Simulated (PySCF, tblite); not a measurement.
# C₄H₁₀OS: dynamics, then NMR shifts on frames

Aim: move C₄H₁₀OS (`CC(C)[S@](C)=O`) away from its starting geometry and see how NMR shifts follow the geometry.

The runs use tblite 0.8.0 and PySCF 2.14.0, with density-fitted response routines of our own; the level of theory stands in each step. All values are computed, except where a source is named. Atoms are numbered from 0 throughout.

**1. The starting structure**

16 atoms, charge 0, multiplicity 1; geometry from: GFN2-xTB.

Bonds of the start (Å): C0–C1 1.52, C1–C2 1.52, C1–S3 1.88, S3–C4 1.85, S3–O5 1.46, C0–H6 1.09, C0–H7 1.09, C0–H8 1.09, C1–H9 1.09, C2–H10 1.09, C2–H11 1.09, C2–H12 1.09, C4–H13 1.08, C4–H14 1.09, C4–H15 1.08.

**2. Dynamics with GFN2-xTB**

The job: settings as JSON, then the geometry in Å.

```
{"job": {"kind": "md", "xc": "GFN2-xTB", "basis": "xTB", "temperature": 400, "steps": 2000, "every": 50, "frames": 5}, "charge": 0, "multiplicity": 1}
C     -0.722464     1.425620    -0.003989
C     -0.408258    -0.005197    -0.393766
C     -1.661050    -0.837717    -0.595868
S      0.551918    -0.823438     0.998012
C      2.178449    -0.026733     0.624334
O      0.704398    -2.222210     0.594404
H      0.177900     2.030741     0.066102
H     -1.230106     1.446225     0.958245
H     -1.377020     1.881572    -0.744890
H      0.219480    -0.050866    -1.285929
H     -2.319433    -0.744755     0.265615
H     -1.389212    -1.885096    -0.709642
H     -2.201498    -0.517408    -1.484643
H      2.442947    -0.204890    -0.411875
H      2.914662    -0.489619     1.273366
H      2.111687     1.032717     0.839115
```

Method: GFN2-xTB Langevin dynamics, gas phase.

Run with:

```bash
OMP_NUM_THREADS=1 python probes_run.py task.json out
```

One launch serves the whole session: the jobs run in the order shown.

The program printed:

```text
t/fs     T/K      E/eV
    0.0   325.3   -570.19919
   25.0   204.4   -569.79208
   50.0   218.5   -569.82386
   75.0   266.9   -569.80191
  100.0   323.4   -569.82738
  125.0   262.1   -569.72180
  150.0   274.1   -569.62777
  175.0   384.5   -569.81983
  200.0   340.7   -569.51145
  225.0   347.0   -569.42645
  250.0   380.5   -569.32567
  275.0   411.5   -569.45024
  300.0   406.8   -569.50052
  325.0   477.3   -569.70689
  350.0   388.6   -569.56397
  375.0   366.5   -569.52849
  400.0   298.7   -569.59409
  425.0   269.4   -569.69765
  450.0   318.7   -569.52064
  475.0   299.2   -569.42686
  500.0   429.4   -569.66911
  525.0   394.2   -569.63606
  550.0   447.5   -569.61724
  575.0   313.4   -569.28354
  600.0   447.9   -569.32688
  625.0   559.1   -569.56025
  650.0   407.9   -569.53295
  675.0   376.5   -569.37756
  700.0   476.2   -569.42448
  725.0   509.8   -569.40312
  750.0   286.8   -569.35256
  775.0   523.9   -569.70411
  800.0   425.6   -569.47902
  825.0   430.1   -569.59635
  850.0   282.3   -569.45361
  875.0   505.1   -569.69716
  900.0   457.3   -569.36398
  925.0   332.3   -569.54068
  950.0   350.7   -569.67314
  975.0   361.9   -569.69738
 1000.0   298.6   -569.54589
```

Run time: 8.9 s. Hardware: 1 thread of Arm Neoverse V2, shared host.

Distance from the start (root mean square after alignment): 0 fs 0.00 Å, 200 fs 0.47 Å, 400 fs 0.26 Å, 600 fs 0.47 Å, 800 fs 0.84 Å, 1000 fs 0.72 Å.

Positions (Å) and forces (eV/Å) at 1000 fs:

```xyz
16

C     0.112    1.020    2.174   -1.051   -1.342    1.559
C    -0.931    0.294    1.363    0.438   -0.533   -1.030
C    -2.292    0.136    1.935   -1.181    1.639    3.111
S    -0.270   -1.455    1.026    0.817   -0.073   -0.169
C     1.149   -0.960   -0.116   -0.462   -1.696   -0.497
O    -1.212   -2.164    0.167   -0.262    0.221    0.028
H     0.918    1.244    1.563    1.433    0.694   -0.806
H     0.440    0.390    3.005    0.246   -0.436   -0.192
H    -0.252    1.857    2.721   -0.516    1.073   -0.215
H    -0.938    0.678    0.346   -0.436    0.404   -0.106
H    -2.257   -0.241    3.028    0.250    0.013   -1.613
H    -2.942   -0.518    1.371    0.035    0.164   -0.131
H    -2.792    1.175    2.155    0.658   -1.613   -1.016
H     1.804   -0.322    0.342    1.417    1.510    1.684
H     0.925   -0.471   -1.044   -0.793   -0.249   -0.472
H     1.734   -1.879   -0.295   -0.592    0.225   -0.134
```

**3. Nuclear shieldings: 250 fs, PBE0/pcSseg-1**

The job: settings as JSON, then the geometry in Å.

```
{"job": {"kind": "nmr", "xc": "PBE0", "basis": "pcSseg-1", "pop": false}, "charge": 0, "multiplicity": 1}
C     -0.961300     1.072800     0.265200
C     -0.972400    -0.443700    -0.050400
C     -2.312400    -1.074400     0.045900
S      0.008700    -1.429000     1.210700
C      1.466000    -0.272800     1.542600
O      0.726700    -2.507800     0.499900
H     -0.035000     1.564700    -0.079000
H     -0.940100     1.106400     1.290700
H     -1.890200     1.734700    -0.145200
H     -0.622200    -0.749700    -1.108200
H     -2.862000    -0.585400     0.843300
H     -2.259300    -2.107900     0.363000
H     -2.858900    -1.086600    -0.865300
H      1.758800     0.353900     0.651600
H      2.310200    -0.922900     1.763500
H      1.151000     0.362600     2.400900
```

Level: GIAO PBE0/pcSseg-1 NMR shielding, non-relativistic, gas phase.

The program printed:

```text
coarse grid: 13256 points
cycle   1  E = -631.0990222434  dE =  6.863e-01  |g| = 9.144e-01  |ddm| = 3.506e+00
cycle   2  E = -630.1896263504  dE =  9.094e-01  |g| = 2.242e+00  |ddm| = 3.970e+00
cycle   3  E = -631.2487376957  dE = -1.059e+00  |g| = 2.734e-01  |ddm| = 3.455e+00
cycle   4  E = -631.2643582622  dE = -1.562e-02  |g| = 1.245e-01  |ddm| = 3.822e-01
cycle   5  E = -631.2680996170  dE = -3.741e-03  |g| = 2.258e-02  |ddm| = 1.310e-01
cycle   6  E = -631.2682127557  dE = -1.131e-04  |g| = 7.249e-03  |ddm| = 2.825e-02
cycle   7  E = -631.2682252041  dE = -1.245e-05  |g| = 1.419e-03  |ddm| = 8.051e-03
cycle   8  E = -631.2682256521  dE = -4.481e-07  |g| = 5.935e-04  |ddm| = 2.370e-03
final grid: 121512 points
cycle   9  E = -631.3171366139  dE = -3.287e-05  |g| = 1.072e-02  |ddm| = 2.865e-02
cycle  10  E = -631.3170899910  dE =  4.662e-05  |g| = 1.807e-02  |ddm| = 2.711e-02
cycle  11  E = -631.3171614971  dE = -7.151e-05  |g| = 3.014e-03  |ddm| = 1.989e-02
cycle  12  E = -631.3171632786  dE = -1.781e-06  |g| = 2.740e-04  |ddm| = 2.663e-03
cycle  13  E = -631.3171632962  dE = -1.753e-08  |g| = 1.143e-04  |ddm| = 4.378e-04
cycle  14  E = -631.3171632990  dE = -2.848e-09  |g| = 2.844e-05  |ddm| = 1.196e-04
cycle  15  E = -631.3171632992  dE = -1.862e-10  |g| = 6.061e-06  |ddm| = 3.347e-05
converged SCF energy = -631.3171632992

GIAO shielding tensors (ppm)
atom      isotropic    diamagn.    paramagn.     s11        s22        s33       span
  0 C      161.854     249.545     -87.691    134.433    175.145    175.985     41.552
  1 C      120.724     249.541    -128.817     70.613    125.775    165.783     95.170
  2 C      166.962     247.312     -80.350    150.589    162.711    187.587     36.998
  3 S      120.833    1053.408    -932.575    -16.732     48.888    330.343    347.075
  4 C      134.308     254.164    -119.856     87.525    135.707    179.693     92.168
  5 O      251.504     397.369    -145.865     32.981    251.771    469.761    436.779
  6 H       29.476      31.634      -2.158     24.601     28.871     34.956     10.354
  7 H       32.409      33.903      -1.494     28.082     32.603     36.541      8.459
  8 H       27.877      26.941       0.936     23.539     25.537     34.556     11.017
  9 H       27.715      31.406      -3.691     23.801     27.557     31.786      7.986
 10 H       30.940      29.477       1.463     27.026     29.264     36.531      9.505
 11 H       30.147      29.573       0.574     25.659     29.218     35.565      9.906
 12 H       30.485      29.361       1.124     25.921     27.745     37.788     11.868
 13 H       27.482      31.652      -4.170     23.481     28.241     30.723      7.242
 14 H       29.404      29.846      -0.442     26.481     27.457     34.274      7.793
 15 H       28.836      29.833      -0.997     25.207     27.502     33.798      8.591
```

It took 14 s on 1 thread of Arm Neoverse V2, shared host; peak memory 0.73 GiB.

The references, computed at this level on geometries of the same kind, shield at (ppm): 1H TMS 31.72, 13C TMS 186.9, 17O H2O 336.1, 33S CS2 504. Their shielding less the atom's gives the shift. The references are single molecules in the gas phase, so shifts against H2O, NH3, PH3, H3PO4 or CFCl3 are not on the usual liquid scales and can be off by tens of ppm. Each atom is listed at this fixed geometry, with no averaging over motion; a spectrum would average atoms that exchange fast.

| atoms | environment | σ (ppm) | δ (ppm) |
| --- | --- | --- | --- |
| C1 | sp3 CH bonded to S | 120.7 | 66.2 |
| C4 | methyl carbon bonded to S | 134.3 | 52.6 |
| C0 | methyl carbon | 161.9 | 25.1 |
| C2 | methyl carbon | 167.0 | 20.0 |
| H13 | hydrogen on a methyl carbon bonded to S | 27.48 | 4.24 |
| H9 | hydrogen on an sp3 CH bonded to S | 27.71 | 4.00 |
| H8 | hydrogen on a methyl carbon | 27.88 | 3.84 |
| H15 | hydrogen on a methyl carbon bonded to S | 28.84 | 2.88 |
| H14 | hydrogen on a methyl carbon bonded to S | 29.40 | 2.31 |
| H6 | hydrogen on a methyl carbon | 29.48 | 2.24 |
| H11 | hydrogen on a methyl carbon | 30.15 | 1.57 |
| H12 | hydrogen on a methyl carbon | 30.48 | 1.23 |
| H10 | hydrogen on a methyl carbon | 30.94 | 0.78 |
| H7 | hydrogen on a methyl carbon | 32.41 | -0.69 |
| S3 | sulfoxide sulfur | 121 | 383 |
| O5 | S=O oxygen | 251.5 | 84.6 |

**4. Shielding tensors: 425 fs, PBE0/pcSseg-1**

The job: settings as JSON, then the geometry in Å.

```
{"job": {"kind": "nmr", "xc": "PBE0", "basis": "pcSseg-1", "pop": false}, "charge": 0, "multiplicity": 1}
C     -1.761000     1.064700     1.147600
C     -1.286600    -0.242900     0.447900
C     -2.313600    -0.907000    -0.380900
S     -0.604700    -1.454500     1.721200
C      1.141700    -0.852700     1.713200
O     -0.569500    -2.752300     1.066600
H     -0.983200     1.585300     1.742800
H     -2.605500     0.729900     1.757900
H     -2.295100     1.571700     0.320100
H     -0.492200     0.093200    -0.195200
H     -3.306800    -1.060800     0.113200
H     -1.915600    -1.856100    -0.759700
H     -2.409200    -0.216900    -1.221000
H      1.541900    -1.257200     0.821000
H      1.664900    -1.310000     2.540400
H      1.222000     0.226400     1.680000
```

Level: GIAO PBE0/pcSseg-1 NMR shielding, non-relativistic, gas phase.

The program printed:

```text
coarse grid: 13256 points
cycle   1  E = -631.1294893963  dE =  7.839e-01  |g| = 8.897e-01  |ddm| = 3.532e+00
cycle   2  E = -630.4912698758  dE =  6.382e-01  |g| = 1.965e+00  |ddm| = 3.759e+00
cycle   3  E = -631.2714063908  dE = -7.801e-01  |g| = 2.486e-01  |ddm| = 3.195e+00
cycle   4  E = -631.2848441146  dE = -1.344e-02  |g| = 9.518e-02  |ddm| = 3.345e-01
cycle   5  E = -631.2870138750  dE = -2.170e-03  |g| = 1.858e-02  |ddm| = 1.087e-01
cycle   6  E = -631.2870922081  dE = -7.833e-05  |g| = 5.924e-03  |ddm| = 2.534e-02
cycle   7  E = -631.2871002866  dE = -8.078e-06  |g| = 1.413e-03  |ddm| = 6.655e-03
final grid: 121512 points
cycle   8  E = -631.3363920605  dE = -2.228e-05  |g| = 1.173e-02  |ddm| = 2.769e-02
cycle   9  E = -631.3363409748  dE =  5.109e-05  |g| = 1.931e-02  |ddm| = 3.079e-02
cycle  10  E = -631.3364216924  dE = -8.072e-05  |g| = 3.164e-03  |ddm| = 2.245e-02
cycle  11  E = -631.3364236253  dE = -1.933e-06  |g| = 2.252e-04  |ddm| = 2.840e-03
cycle  12  E = -631.3364236385  dE = -1.320e-08  |g| = 8.755e-05  |ddm| = 4.485e-04
cycle  13  E = -631.3364236402  dE = -1.714e-09  |g| = 2.535e-05  |ddm| = 1.062e-04
cycle  14  E = -631.3364236404  dE = -1.371e-10  |g| = 5.503e-06  |ddm| = 2.593e-05
converged SCF energy = -631.3364236404

GIAO shielding tensors (ppm)
atom      isotropic    diamagn.    paramagn.     s11        s22        s33       span
  0 C      163.952     246.586     -82.634    151.688    154.647    185.521     33.833
  1 C      124.475     256.122    -131.646     97.206    111.196    165.024     67.818
  2 C      170.334     249.519     -79.185    159.763    168.540    182.698     22.935
  3 S      183.199    1053.486    -870.287     33.114     89.928    426.556    393.443
  4 C      142.162     255.486    -113.324    105.816    130.630    190.040     84.224
  5 O      282.329     396.782    -114.453     58.367    312.497    476.123    417.757
  6 H       29.842      29.213       0.628     25.118     28.425     35.982     10.863
  7 H       30.596      29.836       0.760     27.075     29.058     35.654      8.579
  8 H       29.669      29.809      -0.140     25.036     28.234     35.736     10.699
  9 H       29.520      37.744      -8.224     27.549     28.731     32.280      4.730
 10 H       30.273      29.275       0.999     26.466     27.432     36.923     10.457
 11 H       29.072      30.585      -1.513     23.848     28.547     34.819     10.971
 12 H       30.344      30.863      -0.518     25.358     28.324     37.351     11.993
 13 H       30.458      33.707      -3.249     27.515     29.362     34.499      6.984
 14 H       28.945      29.390      -0.445     25.694     26.706     34.435      8.741
 15 H       29.647      32.797      -3.150     25.516     28.447     34.978      9.462
```

Run time: 13 s. Hardware: 1 thread of Arm Neoverse V2, shared host; peak memory 0.75 GiB.

This run: δ C1 62.4, C4 44.8, C0 23.0, C2 16.6, H14 2.77, H11 2.65 ppm.

(Part 1 of 2 ends here.)
